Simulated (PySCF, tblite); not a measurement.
# CH5F3, a gas-phase cluster of small molecules: NMR shifts, interaction energy, infrared bands, spin-spin couplings and core binding energies, part 2 of 3

tblite 0.8.0 and PySCF 2.14.0. Atoms count from 0, parts from 1. The steps go on from the part before.

## Step 5: Interaction energy: wB97M-D3(BJ)/def2-TZVPD

The job: settings as JSON, then the geometry in Å.

```
{"job": {"kind": "inter", "xc": "wB97M-D3(BJ)", "basis": "def2-TZVPD", "pairs": false}, "charge": 0, "multiplicity": 1, "parts": [{"atoms": "0-4", "charge": 0, "multiplicity": 1}, {"atoms": "5-6", "charge": 0, "multiplicity": 1}, {"atoms": "7-8", "charge": 0, "multiplicity": 1}]}
C      0.172331     0.234209     0.161893
F      1.102826     0.772443    -0.745886
H     -0.037411    -0.793124    -0.156788
H     -0.730213     0.854150     0.113690
H      0.618305     0.259652     1.163287
F      3.167741     1.774931     0.354670
H      2.447122     1.437084    -0.151868
F      2.290737     1.048962     2.681544
H      2.751026     1.379841     1.936478
```

With the program's defaults for keys left out, this is: wB97M-D3(BJ)/def2-TZVPD interaction energy, counterpoise and uncorrected, gas phase.

Output:

```text
part 1, own basis, geometry of the cluster
coarse grid: 17896 points
cycle   1  E = -139.7803047329  dE = -2.170e-02  |g| = 4.864e-01  |ddm| = 1.309e+00
cycle   2  E = -139.7741632473  dE =  6.141e-03  |g| = 5.880e-01  |ddm| = 4.872e-01
cycle   3  E = -139.8222048614  dE = -4.804e-02  |g| = 2.625e-02  |ddm| = 2.115e-01
cycle   4  E = -139.8223151045  dE = -1.102e-04  |g| = 8.926e-03  |ddm| = 1.998e-02
cycle   5  E = -139.8223318164  dE = -1.671e-05  |g| = 2.573e-03  |ddm| = 8.137e-03
cycle   6  E = -139.8223334322  dE = -1.616e-06  |g| = 3.365e-04  |ddm| = 2.399e-03
final grid: 38928 points
cycle   7  E = -139.8223209880  dE = -5.626e-08  |g| = 3.002e-04  |ddm| = 1.848e-03
cycle   8  E = -139.8223209901  dE = -2.096e-09  |g| = 3.177e-04  |ddm| = 3.842e-04
cycle   9  E = -139.8223210050  dE = -1.486e-08  |g| = 2.737e-05  |ddm| = 1.285e-04
cycle  10  E = -139.8223210052  dE = -2.044e-10  |g| = 1.129e-05  |ddm| = 4.854e-05
converged SCF energy = -139.8223210052

part 2, own basis, geometry of the cluster
coarse grid: 7776 points
cycle   1  E = -100.4672656374  dE = -1.118e-01  |g| = 4.674e-01  |ddm| = 6.127e-01
cycle   2  E = -100.4699966037  dE = -2.731e-03  |g| = 5.174e-01  |ddm| = 3.866e-01
cycle   3  E = -100.5049105349  dE = -3.491e-02  |g| = 2.603e-02  |ddm| = 1.720e-01
cycle   4  E = -100.5049884762  dE = -7.794e-05  |g| = 5.281e-03  |ddm| = 1.073e-02
cycle   5  E = -100.5049935662  dE = -5.090e-06  |g| = 4.639e-04  |ddm| = 3.860e-03
final grid: 16976 points
cycle   6  E = -100.5049884564  dE = -7.710e-08  |g| = 1.143e-04  |ddm| = 8.672e-04
cycle   7  E = -100.5049884609  dE = -4.495e-09  |g| = 8.153e-05  |ddm| = 2.324e-04
cycle   8  E = -100.5049884618  dE = -9.063e-10  |g| = 2.635e-05  |ddm| = 4.104e-05
converged SCF energy = -100.5049884618

part 3, own basis, geometry of the cluster
coarse grid: 7776 points
cycle   1  E = -100.4678917176  dE = -1.065e-01  |g| = 4.664e-01  |ddm| = 6.147e-01
cycle   2  E = -100.4709331788  dE = -3.041e-03  |g| = 5.130e-01  |ddm| = 3.848e-01
cycle   3  E = -100.5051652427  dE = -3.423e-02  |g| = 2.594e-02  |ddm| = 1.706e-01
cycle   4  E = -100.5052425491  dE = -7.731e-05  |g| = 5.191e-03  |ddm| = 1.074e-02
cycle   5  E = -100.5052474832  dE = -4.934e-06  |g| = 4.532e-04  |ddm| = 3.828e-03
final grid: 16976 points
cycle   6  E = -100.5052313174  dE = -7.248e-08  |g| = 1.080e-04  |ddm| = 8.614e-04
cycle   7  E = -100.5052313215  dE = -4.095e-09  |g| = 7.511e-05  |ddm| = 2.269e-04
cycle   8  E = -100.5052313223  dE = -7.626e-10  |g| = 2.539e-05  |ddm| = 3.958e-05
converged SCF energy = -100.5052313223

part 1, own basis, relaxed alone
coarse grid: 17896 points
cycle   1  E = -139.7838712058  dE =  1.340e-02  |g| = 4.709e-01  |ddm| = 1.316e+00
cycle   2  E = -139.7809541979  dE =  2.917e-03  |g| = 5.495e-01  |ddm| = 4.663e-01
cycle   3  E = -139.8223902383  dE = -4.144e-02  |g| = 2.624e-02  |ddm| = 1.974e-01
cycle   4  E = -139.8224949143  dE = -1.047e-04  |g| = 8.585e-03  |ddm| = 1.979e-02
cycle   5  E = -139.8225102605  dE = -1.535e-05  |g| = 2.583e-03  |ddm| = 7.877e-03
cycle   6  E = -139.8225118369  dE = -1.576e-06  |g| = 3.040e-04  |ddm| = 2.313e-03
final grid: 38928 points
cycle   7  E = -139.8224850107  dE = -4.427e-08  |g| = 2.731e-04  |ddm| = 1.815e-03
cycle   8  E = -139.8224850130  dE = -2.277e-09  |g| = 2.848e-04  |ddm| = 3.578e-04
cycle   9  E = -139.8224850249  dE = -1.186e-08  |g| = 2.395e-05  |ddm| = 1.132e-04
cycle  10  E = -139.8224850250  dE = -1.577e-10  |g| = 1.000e-05  |ddm| = 4.211e-05
converged SCF energy = -139.8224850250

part 2, own basis, relaxed alone
coarse grid: 7776 points
cycle   1  E = -100.4688181825  dE = -9.408e-02  |g| = 4.644e-01  |ddm| = 6.197e-01
cycle   2  E = -100.4724993217  dE = -3.681e-03  |g| = 5.038e-01  |ddm| = 3.808e-01
cycle   3  E = -100.5053128226  dE = -3.281e-02  |g| = 2.574e-02  |ddm| = 1.678e-01
cycle   4  E = -100.5053888004  dE = -7.598e-05  |g| = 5.006e-03  |ddm| = 1.077e-02
cycle   5  E = -100.5053934415  dE = -4.641e-06  |g| = 4.334e-04  |ddm| = 3.766e-03
final grid: 16976 points
cycle   6  E = -100.5053934722  dE = -6.401e-08  |g| = 1.058e-04  |ddm| = 8.215e-04
cycle   7  E = -100.5053934757  dE = -3.447e-09  |g| = 8.055e-05  |ddm| = 2.177e-04
cycle   8  E = -100.5053934765  dE = -8.492e-10  |g| = 2.064e-05  |ddm| = 3.735e-05
converged SCF energy = -100.5053934765

part 3, own basis, relaxed alone: E = -100.5053934765 (as before)

cluster
final grid: 72880 points
cycle   1  E = -340.8511319886  dE = -2.102e-02  |g| = 5.654e-02  |ddm| = 7.098e-01
cycle   2  E = -340.8525425970  dE = -1.411e-03  |g| = 2.769e-02  |ddm| = 1.089e-01
cycle   3  E = -340.8527030676  dE = -1.605e-04  |g| = 1.599e-02  |ddm| = 2.666e-02
cycle   4  E = -340.8527590931  dE = -5.603e-05  |g| = 3.187e-03  |ddm| = 1.671e-02
cycle   5  E = -340.8527620203  dE = -2.927e-06  |g| = 1.018e-03  |ddm| = 4.373e-03
cycle   6  E = -340.8527622247  dE = -2.044e-07  |g| = 3.942e-04  |ddm| = 1.032e-03
cycle   7  E = -340.8527622618  dE = -3.708e-08  |g| = 8.370e-05  |ddm| = 6.572e-04
cycle   8  E = -340.8527622638  dE = -2.013e-09  |g| = 1.996e-05  |ddm| = 1.267e-04
cycle   9  E = -340.8527622640  dE = -2.128e-10  |g| = 4.884e-06  |ddm| = 6.281e-05
converged SCF energy = -340.8527622640

part 1 in the basis of the cluster
final grid: 72880 points
cycle   1  E = -139.8223904013  dE = -6.938e-05  |g| = 1.511e-03  |ddm| = 4.966e-01
cycle   2  E = -139.8223916310  dE = -1.230e-06  |g| = 2.404e-04  |ddm| = 7.145e-02
cycle   3  E = -139.8223916697  dE = -3.871e-08  |g| = 9.612e-05  |ddm| = 1.215e-02
cycle   4  E = -139.8223916710  dE = -1.328e-09  |g| = 2.864e-05  |ddm| = 2.541e-04
cycle   5  E = -139.8223916712  dE = -1.897e-10  |g| = 2.418e-06  |ddm| = 1.834e-04
converged SCF energy = -139.8223916712

part 2 in the basis of the cluster
final grid: 72880 points
cycle   1  E = -100.5050932447  dE = -1.107e-04  |g| = 2.013e-03  |ddm| = 2.543e-01
cycle   2  E = -100.5050949125  dE = -1.668e-06  |g| = 3.466e-04  |ddm| = 3.187e-02
cycle   3  E = -100.5050949615  dE = -4.896e-08  |g| = 2.161e-04  |ddm| = 5.290e-03
cycle   4  E = -100.5050949675  dE = -6.088e-09  |g| = 2.655e-05  |ddm| = 2.138e-04
cycle   5  E = -100.5050949677  dE = -1.655e-10  |g| = 2.356e-06  |ddm| = 1.683e-04
converged SCF energy = -100.5050949677

part 3 in the basis of the cluster
final grid: 72880 points
cycle   1  E = -100.5052978179  dE = -7.087e-05  |g| = 1.445e-03  |ddm| = 3.722e-01
cycle   2  E = -100.5052987463  dE = -9.284e-07  |g| = 2.313e-04  |ddm| = 5.793e-02
cycle   3  E = -100.5052987733  dE = -2.707e-08  |g| = 1.231e-04  |ddm| = 1.099e-02
cycle   4  E = -100.5052987753  dE = -1.997e-09  |g| = 2.321e-05  |ddm| = 4.291e-04
cycle   5  E = -100.5052987754  dE = -1.118e-10  |g| = 1.655e-06  |ddm| = 3.093e-04
converged SCF energy = -100.5052987754

Interaction energy (kcal/mol)
  counterpoise      -14.170
  uncorrected       -14.330
  dispersion part    -1.634
  deformation         0.461
  binding           -13.709

Decomposition of the uncorrected value (kcal/mol)
  electrostatic     -23.100
  Pauli              24.620
  orbital           -14.216
  dispersion         -1.634

Charge of each part in the cluster: 0.037 -0.010 -0.027
```

Run time: 49 s. Hardware: 1 thread of Arm Neoverse V1, shared host; peak memory 0.64 GiB.

Contacts at this geometry (a selection, picked against the atoms' radii; other short pairs can be missing):

```
  atoms  distance (Å)  kind (by distance and angle)  angle (°)
H6···F1          1.61                 hydrogen bond        169
H8···F5          1.68                 hydrogen bond        162
H4···F7          2.39            weak hydrogen bond        151
```

The decomposition goes in steps from the parts' own densities: electrostatics between them unchanged, then the rise on making their orbitals orthogonal (called Pauli here; it holds the exchange-correlation between the parts too, so it can be small or negative at long range), then orbital relaxation, then the dispersion term. Charges of the parts share the cluster's density out in proportion to the parts' own densities.

The SCF energies in the log hold no dispersion term; the tabulated energies do.

The parts:

```
part  SMILES  deformation (kcal/mol)  HOMO alone (eV)  charge in the cluster (e)
   1      CF                    0.10           -12.42                      0.037
   2       F                    0.25           -14.54                     -0.010
   3       F                    0.10           -14.54                     -0.027
```

## Step 6: Interaction energy: PBE0-D3(BJ)/def2-TZVPD

The job: settings as JSON, then the geometry in Å.

```
{"job": {"kind": "inter", "xc": "PBE0", "basis": "def2-TZVPD", "disp": "d3bj"}, "charge": 0, "multiplicity": 1, "parts": [{"atoms": "0-4", "charge": 0, "multiplicity": 1}, {"atoms": "5-6", "charge": 0, "multiplicity": 1}, {"atoms": "7-8", "charge": 0, "multiplicity": 1}]}
C      0.172331     0.234209     0.161893
F      1.102826     0.772443    -0.745886
H     -0.037411    -0.793124    -0.156788
H     -0.730213     0.854150     0.113690
H      0.618305     0.259652     1.163287
F      3.167741     1.774931     0.354670
H      2.447122     1.437084    -0.151868
F      2.290737     1.048962     2.681544
H      2.751026     1.379841     1.936478
```

Level: PBE0-D3(BJ)/def2-TZVPD interaction energy, counterpoise and uncorrected, gas phase.

Output:

```text
part 1, own basis, geometry of the cluster
coarse grid: 4032 points
cycle   1  E = -139.6228709703  dE = -3.248e-02  |g| = 4.319e-01  |ddm| = 1.383e+00
cycle   2  E = -139.5840242936  dE =  3.885e-02  |g| = 6.839e-01  |ddm| = 5.488e-01
cycle   3  E = -139.6527976357  dE = -6.877e-02  |g| = 3.044e-02  |ddm| = 3.132e-01
cycle   4  E = -139.6529342990  dE = -1.367e-04  |g| = 1.144e-02  |ddm| = 2.124e-02
cycle   5  E = -139.6529618585  dE = -2.756e-05  |g| = 3.540e-03  |ddm| = 7.950e-03
cycle   6  E = -139.6529644392  dE = -2.581e-06  |g| = 1.974e-04  |ddm| = 2.396e-03
final grid: 38928 points
cycle   7  E = -139.6548360112  dE = -2.612e-05  |g| = 5.355e-03  |ddm| = 4.513e-02
cycle   8  E = -139.6548335310  dE =  2.480e-06  |g| = 6.660e-03  |ddm| = 6.345e-03
cycle   9  E = -139.6548420302  dE = -8.499e-06  |g| = 9.577e-04  |ddm| = 3.114e-03
cycle  10  E = -139.6548421620  dE = -1.318e-07  |g| = 1.973e-04  |ddm| = 5.850e-04
cycle  11  E = -139.6548421681  dE = -6.070e-09  |g| = 1.809e-05  |ddm| = 9.944e-05
cycle  12  E = -139.6548421681  dE = -4.658e-11  |g| = 1.466e-06  |ddm| = 1.568e-05
converged SCF energy = -139.6548421681

part 2, own basis, geometry of the cluster
coarse grid: 1712 points
cycle   1  E = -100.3519714507  dE = -5.086e-02  |g| = 4.977e-01  |ddm| = 6.182e-01
cycle   2  E = -100.3084226161  dE =  4.355e-02  |g| = 7.627e-01  |ddm| = 5.218e-01
cycle   3  E = -100.3927997594  dE = -8.438e-02  |g| = 2.340e-02  |ddm| = 2.965e-01
cycle   4  E = -100.3928799789  dE = -8.022e-05  |g| = 4.551e-03  |ddm| = 1.010e-02
cycle   5  E = -100.3928823356  dE = -2.357e-06  |g| = 3.762e-04  |ddm| = 1.359e-03
final grid: 16976 points
cycle   6  E = -100.3943098431  dE = -2.093e-05  |g| = 3.259e-03  |ddm| = 7.865e-03
cycle   7  E = -100.3943085070  dE =  1.336e-06  |g| = 4.528e-03  |ddm| = 2.755e-03
cycle   8  E = -100.3943113030  dE = -2.796e-06  |g| = 1.022e-04  |ddm| = 1.664e-03
cycle   9  E = -100.3943113043  dE = -1.380e-09  |g| = 1.942e-05  |ddm| = 4.100e-05
cycle  10  E = -100.3943113044  dE = -5.630e-11  |g| = 3.172e-06  |ddm| = 1.048e-05
converged SCF energy = -100.3943113044

part 3, own basis, geometry of the cluster
coarse grid: 1712 points
cycle   1  E = -100.3526249404  dE = -4.643e-02  |g| = 4.969e-01  |ddm| = 6.203e-01
cycle   2  E = -100.3103978899  dE =  4.223e-02  |g| = 7.562e-01  |ddm| = 5.188e-01
cycle   3  E = -100.3930836414  dE = -8.269e-02  |g| = 2.324e-02  |ddm| = 2.941e-01
cycle   4  E = -100.3931624733  dE = -7.883e-05  |g| = 4.439e-03  |ddm| = 1.000e-02
cycle   5  E = -100.3931647057  dE = -2.232e-06  |g| = 3.688e-04  |ddm| = 1.323e-03
final grid: 16976 points
cycle   6  E = -100.3945916908  dE = -2.015e-05  |g| = 3.427e-03  |ddm| = 7.611e-03
cycle   7  E = -100.3945902371  dE =  1.454e-06  |g| = 4.743e-03  |ddm| = 2.892e-03
cycle   8  E = -100.3945932965  dE = -3.059e-06  |g| = 1.025e-04  |ddm| = 1.741e-03
cycle   9  E = -100.3945932979  dE = -1.386e-09  |g| = 1.903e-05  |ddm| = 4.104e-05
cycle  10  E = -100.3945932980  dE = -5.423e-11  |g| = 3.132e-06  |ddm| = 1.048e-05
converged SCF energy = -100.3945932980

part 1, own basis, relaxed alone
coarse grid: 4032 points
cycle   1  E = -139.6263698441  dE = -1.978e-03  |g| = 4.185e-01  |ddm| = 1.399e+00
cycle   2  E = -139.5950097815  dE =  3.136e-02  |g| = 6.376e-01  |ddm| = 5.145e-01
cycle   3  E = -139.6539638253  dE = -5.895e-02  |g| = 3.079e-02  |ddm| = 2.871e-01
cycle   4  E = -139.6541022991  dE = -1.385e-04  |g| = 1.033e-02  |ddm| = 2.030e-02
cycle   5  E = -139.6541241673  dE = -2.187e-05  |g| = 3.540e-03  |ddm| = 7.336e-03
cycle   6  E = -139.6541267887  dE = -2.621e-06  |g| = 1.923e-04  |ddm| = 2.391e-03
final grid: 38928 points
cycle   7  E = -139.6553604989  dE = -2.853e-05  |g| = 5.131e-03  |ddm| = 6.358e-02
cycle   8  E = -139.6553585484  dE =  1.950e-06  |g| = 6.223e-03  |ddm| = 6.452e-03
cycle   9  E = -139.6553660245  dE = -7.476e-06  |g| = 8.304e-04  |ddm| = 2.914e-03
cycle  10  E = -139.6553661214  dE = -9.689e-08  |g| = 1.948e-04  |ddm| = 5.062e-04
cycle  11  E = -139.6553661273  dE = -5.896e-09  |g| = 1.742e-05  |ddm| = 1.013e-04
cycle  12  E = -139.6553661274  dE = -4.138e-11  |g| = 1.346e-06  |ddm| = 1.509e-05
converged SCF energy = -139.6553661274

part 2, own basis, relaxed alone
coarse grid: 1712 points
cycle   1  E = -100.3541122550  dE = -3.605e-02  |g| = 4.957e-01  |ddm| = 6.253e-01
cycle   2  E = -100.3145942979  dE =  3.952e-02  |g| = 7.430e-01  |ddm| = 5.125e-01
cycle   3  E = -100.3938354449  dE = -7.924e-02  |g| = 2.284e-02  |ddm| = 2.892e-01
cycle   4  E = -100.3939110050  dE = -7.556e-05  |g| = 4.205e-03  |ddm| = 9.787e-03
cycle   5  E = -100.3939129888  dE = -1.984e-06  |g| = 3.556e-04  |ddm| = 1.247e-03
final grid: 16976 points
cycle   6  E = -100.3948396294  dE = -1.856e-05  |g| = 3.994e-03  |ddm| = 7.507e-03
cycle   7  E = -100.3948377077  dE =  1.922e-06  |g| = 5.493e-03  |ddm| = 3.350e-03
cycle   8  E = -100.3948417893  dE = -4.082e-06  |g| = 9.927e-05  |ddm| = 2.011e-03
cycle   9  E = -100.3948417906  dE = -1.278e-09  |g| = 1.778e-05  |ddm| = 3.924e-05
cycle  10  E = -100.3948417906  dE = -4.795e-11  |g| = 3.056e-06  |ddm| = 1.025e-05
converged SCF energy = -100.3948417906

part 3, own basis, relaxed alone: E = -100.3948417906 (as before)

cluster
final grid: 72880 points
cycle   1  E = -340.4659323714  dE = -2.272e-02  |g| = 4.848e-02  |ddm| = 6.171e-01
cycle   2  E = -340.4663499905  dE = -4.176e-04  |g| = 3.615e-02  |ddm| = 8.047e-02
cycle   3  E = -340.4665164157  dE = -1.664e-04  |g| = 1.407e-02  |ddm| = 2.354e-02
cycle   4  E = -340.4665432386  dE = -2.682e-05  |g| = 2.797e-03  |ddm| = 7.733e-03
cycle   5  E = -340.4665442773  dE = -1.039e-06  |g| = 1.552e-03  |ddm| = 2.939e-03
cycle   6  E = -340.4665446242  dE = -3.469e-07  |g| = 1.979e-04  |ddm| = 7.809e-04
cycle   7  E = -340.4665446302  dE = -5.962e-09  |g| = 6.380e-05  |ddm| = 1.593e-04
cycle   8  E = -340.4665446310  dE = -8.221e-10  |g| = 1.120e-05  |ddm| = 4.567e-05
converged SCF energy = -340.4665446310

part 1 in the basis of the cluster
final grid: 72880 points
cycle   1  E = -139.6548954123  dE = -5.300e-05  |g| = 4.202e-04  |ddm| = 3.586e-01
cycle   2  E = -139.6548954891  dE = -7.685e-08  |g| = 5.486e-05  |ddm| = 1.438e-02
cycle   3  E = -139.6548954891  dE = -3.476e-11  |g| = 6.406e-05  |ddm| = 7.173e-04
cycle   4  E = -139.6548954897  dE = -5.356e-10  |g| = 9.833e-06  |ddm| = 3.600e-05
converged SCF energy = -139.6548954897

part 2 in the basis of the cluster
final grid: 72880 points
cycle   1  E = -100.3944107841  dE = -1.064e-04  |g| = 8.071e-04  |ddm| = 2.600e-01
cycle   2  E = -100.3944110223  dE = -2.382e-07  |g| = 1.658e-04  |ddm| = 1.155e-02
cycle   3  E = -100.3944110209  dE =  1.362e-09  |g| = 2.113e-04  |ddm| = 7.630e-04
cycle   4  E = -100.3944110271  dE = -6.146e-09  |g| = 1.332e-05  |ddm| = 8.403e-05
cycle   5  E = -100.3944110271  dE = -2.328e-11  |g| = 6.772e-07  |ddm| = 8.963e-06
converged SCF energy = -100.3944110271

part 3 in the basis of the cluster
final grid: 72880 points
cycle   1  E = -100.3946575061  dE = -6.944e-05  |g| = 5.648e-04  |ddm| = 3.817e-01
cycle   2  E = -100.3946576295  dE = -1.234e-07  |g| = 7.486e-05  |ddm| = 2.028e-02
cycle   3  E = -100.3946576297  dE = -1.609e-10  |g| = 8.651e-05  |ddm| = 1.349e-03
cycle   4  E = -100.3946576307  dE = -1.025e-09  |g| = 1.137e-05  |ddm| = 4.297e-05
cycle   5  E = -100.3946576307  dE = -1.675e-11  |g| = 4.484e-07  |ddm| = 1.444e-05
converged SCF energy = -100.3946576307

Interaction energy (kcal/mol)
  counterpoise      -15.098
  uncorrected       -15.242
  dispersion part    -0.928
  deformation         0.818
  binding           -14.280

Decomposition of the uncorrected value (kcal/mol)
  electrostatic     -22.683
  Pauli              23.009
  orbital           -14.639
  dispersion         -0.928

Charge of each part in the cluster: 0.037 -0.010 -0.028
```

It took 20 s on 1 thread of Arm Neoverse V1, shared host; peak memory 0.64 GiB.

Counterpoise interaction energy: -15.10 kcal/mol.

## Step 7: Infrared spectrum: PBE0-D3(BJ)/def2-SVPD

The job: settings as JSON, then the geometry in Å.

```
{"job": {"kind": "irdft", "xc": "PBE0", "basis": "def2-SVPD", "disp": "d3bj", "grid": 2}, "charge": 0, "multiplicity": 1, "parts": [{"atoms": "0-4", "charge": 0, "multiplicity": 1}, {"atoms": "5-6", "charge": 0, "multiplicity": 1}, {"atoms": "7-8", "charge": 0, "multiplicity": 1}]}
C      0.172331     0.234209     0.161893
F      1.102826     0.772443    -0.745886
H     -0.037411    -0.793124    -0.156788
H     -0.730213     0.854150     0.113690
H      0.618305     0.259652     1.163287
F      3.167741     1.774931     0.354670
H      2.447122     1.437084    -0.151868
F      2.290737     1.048962     2.681544
H      2.751026     1.379841     1.936478
```

Method: PBE0-D3(BJ)/def2-SVPD harmonic vibrations by differences of gradients, gas phase.

Output:

```text
coarse grid: 7448 points
cycle   1  E = -339.9719409166  dE = -1.031e-01  |g| = 6.515e-01  |ddm| = 2.800e+00
cycle   2  E = -339.9238393251  dE =  4.810e-02  |g| = 8.695e-01  |ddm| = 9.757e-01
cycle   3  E = -340.0413404476  dE = -1.175e-01  |g| = 4.338e-02  |ddm| = 5.185e-01
cycle   4  E = -340.0416041855  dE = -2.637e-04  |g| = 1.815e-02  |ddm| = 4.030e-02
cycle   5  E = -340.0416517284  dE = -4.754e-05  |g| = 6.433e-03  |ddm| = 1.422e-02
cycle   6  E = -340.0416581062  dE = -6.378e-06  |g| = 6.277e-04  |ddm| = 3.972e-03
final grid: 72880 points
cycle   7  E = -340.0820376939  dE = -4.582e-05  |g| = 6.885e-03  |ddm| = 5.358e-02
cycle   8  E = -340.0820310067  dE =  6.687e-06  |g| = 9.519e-03  |ddm| = 1.345e-02
cycle   9  E = -340.0820466308  dE = -1.562e-05  |g| = 7.261e-04  |ddm| = 6.661e-03
cycle  10  E = -340.0820467292  dE = -9.841e-08  |g| = 2.107e-04  |ddm| = 8.338e-04
cycle  11  E = -340.0820467374  dE = -8.228e-09  |g| = 5.598e-05  |ddm| = 1.968e-04
cycle  12  E = -340.0820467378  dE = -4.200e-10  |g| = 2.466e-05  |ddm| = 5.208e-05
converged SCF energy = -340.0820467378

mode    cm-1     km/mol
  1      64.2      3.30
  2      76.2      5.99
  3      86.5      0.84
  4     133.1      5.61
  5     226.4     17.24
  6     268.2     26.12
  7     589.7      9.16
  8     626.0    203.73
  9     694.6    222.69
 10     896.0    181.06
 11    1011.9    109.61
 12    1185.4      0.63
 13    1200.0      0.53
 14    1458.6      1.32
 15    1463.9      8.51
 16    1466.7      9.08
 17    3077.1     28.32
 18    3202.1      1.35
 19    3204.9      6.65
 20    3643.9    889.35
 21    3816.0    668.89
```

It took 5.4 min on 1 thread of Arm Neoverse V1, shared host; peak memory 0.61 GiB.

The strongest bands and the atoms that carry them:

```
cm⁻¹  km/mol             atoms
 626   203.7  H8 69 %, H6 28 %
 695   222.7  H6 66 %, H8 30 %
 896   181.1  H6 67 %, H8 28 %
1012   109.6  C0 54 %, F1 42 %
3644   889.4           H6 85 %
3816   668.9           H8 85 %
```

Strongest bands of the parts alone (cm⁻¹, km/mol): part 1: 1094 (114), 3050 (34), 3158 (22); part 2: 4151 (127); part 3: 4151 (127).

On forming the cluster at 298.15 K and 1 atm (harmonic, kcal/mol): zero-point energy +4.11, all enthalpy terms beyond the electronic energy +2.78, −TΔS +15.78.

(Continued in part 3 of 3.)
